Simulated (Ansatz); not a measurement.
`C=C=CC` + `C=N` → `C=C=CN=C` + CH₄ at 600 K and 1 bar (substitution at a C–C bond).

Calculated with Ansatz (gas phase, PBE0-D4/def2-TZVP geometries, no zero-point term in ΔE). CCSD(T)/CBS adds triple-zeta CCSD(T) − MP2 to the extrapolated MP2 energy (def2 sets, frozen cores). This one scheme is used for every species. One conformer a species, not always the lowest.

```tsv
species	CCSD(T)/CBS energy (Eh)	H − E (kJ/mol)	S (J/(mol·K))
`C=C=CC`	-155.75749	268.1	361.1
`C=N`	-94.52360	129.6	259.4
`C=C=CN=C`	-209.81870	254.3	380.5
CH₄	-40.46206	140.4	215.7
```

H − E and S are ideal-gas, rigid-rotor, harmonic terms from PBE0-D4/def2-TZVP, for one conformer and one mirror image of each species. 1 Eh = 2625.50 kJ/mol, R = 8.31446 J/(mol·K).

Problem. By hand: ΔE, ΔH, ΔS and ΔG.

Solution. ΔE = (-209.81870) + (-40.46206) − (-155.75749) − (-94.52360) = 0.00033 Eh = 0.9 kJ/mol. Δ(H − E) = 254.3 + 140.4 − 268.1 − 129.6 = -3.0, so ΔH = -2.1 kJ/mol. ΔS = 380.5 + 215.7 − 361.1 − 259.4 = -24.3 J/(mol·K). ΔG = -2.1 − 600 × (-24.3)/1000 = 12.5 kJ/mol.

Problem. By hand: the equilibrium constant, and the temperature at which ΔG would vanish if ΔH and ΔS stayed fixed.

Solution. log₁₀ K = −ΔG/(RT ln 10) = -1.1. ΔG = 0 at ΔH/ΔS = 86 K, though so small a ΔH makes that figure unsure.

TΔS isn't small against ΔH here. A doubt of 5 kJ/mol in ΔE shifts log₁₀ K by 0.4 here. Other conformers and mirror images would add mixing entropy, several J/(mol·K) or more a flexible species. These are equilibria of isolated gas molecules and say nothing of rates. Largest T1 diagnostic: 0.013 (customary marks: 0.02 for closed shells, 0.045 for open ones).
